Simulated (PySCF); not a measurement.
C4H5FO.
Cartesian coordinates in Å at the GFN2-xTB level; atoms count from 1:
```
atom  x, y, z in Å
C1     2.0367   -0.2442    0.1176
C2     0.7463   -0.1260    0.3970
F3     0.3121   -0.2083    1.6743
C4    -0.3217    0.1004   -0.6169
C5    -1.7108    0.2007   -0.0587
O6    -0.0511    0.1913   -1.7902
H7     2.3564   -0.1744   -0.9058
H8     2.7748   -0.4077    0.8824
H9    -2.4262    0.3622   -0.8597
H10   -1.9536   -0.7139    0.4801
H11   -1.7576    1.0226    0.6540
```

The closed-shell SCF was solved with PySCF and density fitting under several settings on one GFN2-xTB geometry (grid level 2 and gas phase unless stated).

| settings | basis functions | SCF cycles | E (Eh) | HOMO (eV) | LUMO (eV) | dipole (D) |
| --- | --- | --- | --- | --- | --- | --- |
| PBE0/def2-SVPD, energy threshold 1e-07 Eh | 166 | 10 | -329.8841 | -7.84 | -2.00 | 1.47 |
| OLYP/def2-SVPD | 166 | 17 | -330.1495 | -6.06 | -2.79 | 1.45 |

Q: Estimate the row for these settings: CAM-B3LYP/pcSseg-1.

A: 
| settings | basis functions | SCF cycles | E (Eh) | HOMO (eV) | LUMO (eV) | dipole (D) |
| --- | --- | --- | --- | --- | --- | --- |
| CAM-B3LYP/pcSseg-1 | 127 | 14 | -330.3107 | -9.27 | -0.69 | 1.39 |

Q: Over all rows, what range does the HOMO–LUMO gap span?

A: From 3.27 eV (OLYP/def2-SVPD) to 8.58 eV (CAM-B3LYP/pcSseg-1). The functional of the narrowest has no exact exchange, that of the widest range-separated exact exchange.

Q: And the dipole moment?

A: From 1.39 D (CAM-B3LYP/pcSseg-1) to 1.47 D (PBE0/def2-SVPD, energy threshold 1e-07 Eh); the largest is 1.06 times the smallest, and the median is 1.45 D.

Whole jobs, the steps after the SCF included, on Intel Xeon Platinum 8259CL at 2.50 GHz, one thread, no GPU (shared host):

```csv
settings,work after the SCF,wall time,peak memory
"PBE0/def2-SVPD, energy threshold 1e-07 Eh","12 singlets by full TDDFT, polarisability",27 s,0.69 GiB
OLYP/def2-SVPD,"3 singlets by TDA, 2 Tamm–Dancoff triplets, polarisability",31 s,0.50 GiB
CAM-B3LYP/pcSseg-1,"shieldings, charges and field gradients",21 s,0.60 GiB
```

Cycle counts include a coarse-grid stage where the run had one.

One conformer stands for the species.
